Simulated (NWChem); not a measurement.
Program: NWChem. System: CH2, charge 0, spin multiplicity 1, at a geometry optimised with B3LYP/def2-SVP. The structure started from a generated list of species. Level: RHF/cc-pVDZ, spin-restricted.

NWChem printed:

```
             Northwest Computational Chemistry Package (NWChem) 7.3.0
             --------------------------------------------------------

                                NWChem Input Module
                                -------------------

 Scaling coordinates for geometry "geometry" by  1.889725989
 (inverse scale =  0.529177249)

                             Geometry "geometry" -> ""
                             -------------------------

 Output coordinates in angstroms (scale by  1.889725989 to convert to a.u.)

  No.       Tag          Charge          X              Y              Z
 ---- ---------------- ---------- -------------- -------------- --------------
    1 C                    6.0000     0.00000000     0.00000000     0.17993600
    2 H                    1.0000     0.86216900     0.00000000    -0.53980700
    3 H                    1.0000    -0.86216900     0.00000000    -0.53980700

 Effective nuclear repulsion energy (a.u.)       5.9609673148

            Nuclear Dipole moment (a.u.)
            ----------------------------
        X                 Y               Z
 ---------------- ---------------- ----------------
     0.0000000000     0.0000000000     0.0000037795


 Summary of "ao basis" -> "" (spherical)
 ------------------------------------------------------------------------------
       Tag                 Description            Shells   Functions and Types
 ---------------- ------------------------------  ------  ---------------------
 *                          cc-pvdz                   on all atoms

 Summary of "ao basis" -> "ao basis" (spherical)
 ------------------------------------------------------------------------------
       Tag                 Description            Shells   Functions and Types
 ---------------- ------------------------------  ------  ---------------------
 C                          cc-pvdz                  6       14   3s2p1d
 H                          cc-pvdz                  3        5   2s1p

                                 NWChem SCF Module
                                 -----------------

  ao basis        = "ao basis"
  functions       =    24
  atoms           =     3
  closed shells   =     4
  open shells     =     0
  charge          =   0.00
  wavefunction    = RHF
  use symmetry    = F
  symmetry adapt  = F

 Summary of "ao basis" -> "ao basis" (spherical)
 ------------------------------------------------------------------------------
[...]
             Final eigenvalues
             -----------------

              1
    1  -11.2973
    2   -0.8855
    3   -0.5517
    4   -0.3932
    5    0.0623
    6    0.1940
    7    0.2584
    8    0.5841
    9    0.6968
   10    0.7376
   11    0.7823
   12    0.8569
   13    1.0061
   14    1.1924

                       ROHF Final Molecular Orbital Analysis
                       -------------------------------------

 Vector    2  Occ=2.000000D+00  E=-8.855105D-01
              MO Center=  8.6D-16, -1.6D-17, -1.9D-01, r^2= 8.7D-01
   Bfn.  Coefficient  Atom+Function         Bfn.  Coefficient  Atom+Function
  ----- ------------  ---------------      ----- ------------  ---------------
     2      0.391981  1 C  s                  3      0.314524  1 C  s
    15      0.242234  2 H  s                 20      0.242234  3 H  s

 Vector    3  Occ=2.000000D+00  E=-5.517295D-01
              MO Center=  7.1D-16,  2.9D-17, -1.9D-01, r^2= 1.2D+00
   Bfn.  Coefficient  Atom+Function         Bfn.  Coefficient  Atom+Function
  ----- ------------  ---------------      ----- ------------  ---------------
     4      0.435966  1 C  px                15      0.320810  2 H  s
    20     -0.320810  3 H  s                  7      0.188686  1 C  px

 Vector    4  Occ=2.000000D+00  E=-3.931670D-01
              MO Center= -7.5D-16, -2.9D-17,  4.1D-01, r^2= 1.1D+00
   Bfn.  Coefficient  Atom+Function         Bfn.  Coefficient  Atom+Function
  ----- ------------  ---------------      ----- ------------  ---------------
     6      0.494771  1 C  pz                 3      0.419559  1 C  s
     9      0.372254  1 C  pz                 2      0.214819  1 C  s
    15     -0.156705  2 H  s                 20     -0.156705  3 H  s

 Vector    5  Occ=0.000000D+00  E= 6.228342D-02
              MO Center=  4.8D-17,  3.4D-17,  1.5D-01, r^2= 1.5D+00
   Bfn.  Coefficient  Atom+Function         Bfn.  Coefficient  Atom+Function
  ----- ------------  ---------------      ----- ------------  ---------------
     8      0.684918  1 C  py                 5      0.438138  1 C  py

 Vector    6  Occ=0.000000D+00  E= 1.940019D-01
              MO Center= -3.0D-13, -1.5D-16, -7.3D-01, r^2= 3.8D+00
   Bfn.  Coefficient  Atom+Function         Bfn.  Coefficient  Atom+Function
  ----- ------------  ---------------      ----- ------------  ---------------
     3      1.796387  1 C  s                 16     -1.356262  2 H  s
    21     -1.356262  3 H  s                  9     -0.776672  1 C  pz
     6     -0.206357  1 C  pz

 Vector    7  Occ=0.000000D+00  E= 2.583783D-01
              MO Center=  2.9D-13,  8.3D-17, -7.0D-01, r^2= 3.7D+00
   Bfn.  Coefficient  Atom+Function         Bfn.  Coefficient  Atom+Function
  ----- ------------  ---------------      ----- ------------  ---------------
    16      1.724229  2 H  s                 21     -1.724229  3 H  s
     7     -1.238210  1 C  px                 4     -0.346703  1 C  px

 center of mass
 --------------
 x =   0.00000000 y =   0.00000000 z =   0.14442554

 moments of inertia (a.u.)
 ------------------
           3.192535213926           0.000000000000           0.000000000000
           0.000000000000           8.543075042059           0.000000000000
           0.000000000000           0.000000000000           5.350539828133

  Mulliken analysis of the total density
  --------------------------------------

    Atom       Charge   Shell Charges
 -----------   ------   -------------------------------------------------------
    1 C    6     6.12   2.00  0.79  0.82  1.54  0.92  0.03
    2 H    1     0.94   0.74  0.17  0.03
    3 H    1     0.94   0.74  0.17  0.03

       Multipole analysis of the density wrt the origin
       ------------------------------------------------

     L   x y z        total         open         nuclear
     -   - - -        -----         ----         -------
     0   0 0 0     -0.000000      0.000000      8.000000

     1   1 0 0     -0.000000      0.000000      0.000000
     1   0 1 0      0.000000      0.000000      0.000000
     1   0 0 1     -0.762675      0.000000      0.000004

     2   2 0 0     -5.350256      0.000000      5.308997
     2   1 1 0     -0.000000      0.000000      0.000000
     2   1 0 1     -0.000000      0.000000      0.000000
     2   0 2 0     -4.593592      0.000000      0.000000
     2   0 1 1      0.000000      0.000000      0.000000
     2   0 0 2     -6.920496      0.000000      2.774878

 Task  times  cpu:        0.1s     wall:        0.1s

 Total times  cpu:        0.1s     wall:        0.1s
```

Problem. Write an NWChem input that would produce this output.

Solution. This is not unique; one that fits is 
```
start mol
memory heap 200 mb stack 900 mb global 1100 mb
geometry units angstroms nocenter noautoz noautosym
  C      0.000000     0.000000     0.179936
  H      0.862169     0.000000    -0.539807
  H     -0.862169     0.000000    -0.539807
end
basis spherical
  * library cc-pvdz
end
scf
  rhf
  nopen 0
  maxiter 100
  thresh 1e-7
  semidirect memsize 60000000 filesize 0
end
task scf energy
```
